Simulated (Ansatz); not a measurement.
**Two structures, one formula**

Two relaxed structures of C₂H₄Si, singlet (PBE0-D4/def2-TZVP; forces vanish, vibrations not checked).

A:

```
7
angstrom
C -0.8565 -0.4346 -0.2693
C 0.2993 -0.2811 -0.9091
Si 0.3512 0.4511 0.7427
H -1.8145 -0.8872 -0.4930
H 0.6921 -0.5545 -1.8805
H 0.2687 1.9174 0.9452
H 1.0598 -0.2111 1.8639
```

B:

```
7
angstrom
C -0.8926 -0.4092 -0.1793
C 0.2422 0.3483 0.5983
Si 0.4726 -0.3063 -1.1165
H -1.8973 -0.6497 0.1286
H 1.2355 -0.5574 -2.3551
H 0.1003 1.4142 0.7837
H 0.6833 -0.1542 1.4606
```

Program: Ansatz 0.2.0. Basis: def2-TZVPP. Cores are frozen in the correlated methods. B3LYP uses VWN-RPA correlation.

(1) Which structure is lower at CCSD(T), and by how much? (Judge from chemistry; the value comes from the calculation.)

No T1 diagnostic of these runs exceeds 0.016. The restricted Hartree–Fock reference is unstable towards an unrestricted one at one or more of these structures.

Results:

(1) By the calculation: A, by 38.49 kcal/mol (electronic energy, against the other). By their contacts, A is C₂H₄Si (C1=C[SiH2]1) and B is C₂H₄Si (C1=[SiH]C1).

All methods give the same order:

```json
{"method": "PBE-D4", "E(B) − E(A) (kcal/mol)": "35.33"}
{"method": "r2SCAN-D4", "E(B) − E(A) (kcal/mol)": "39.01"}
{"method": "PBE0-D4", "E(B) − E(A) (kcal/mol)": "38.84"}
{"method": "B3LYP-D4", "E(B) − E(A) (kcal/mol)": "39.95"}
{"method": "wB97M-V", "E(B) − E(A) (kcal/mol)": "41.30"}
{"method": "HF", "E(B) − E(A) (kcal/mol)": "51.81"}
{"method": "MP2", "E(B) − E(A) (kcal/mol)": "37.91"}
{"method": "CCSD", "E(B) − E(A) (kcal/mol)": "40.81"}
{"method": "CCSD(T)", "E(B) − E(A) (kcal/mol)": "38.49"}
```

For scale, one of the runs: CCSD(T)/def2-TZVPP, 160 basis functions, launched by `ansatz run in.yaml --threads 2 --pin off --events-out ev --progress --plain --max-ram 4352MiB`. Time: 15 s of wall clock on 2 CPU threads of an Arm Neoverse V2; the host was shared. Peak host memory: 1.1 GiB.
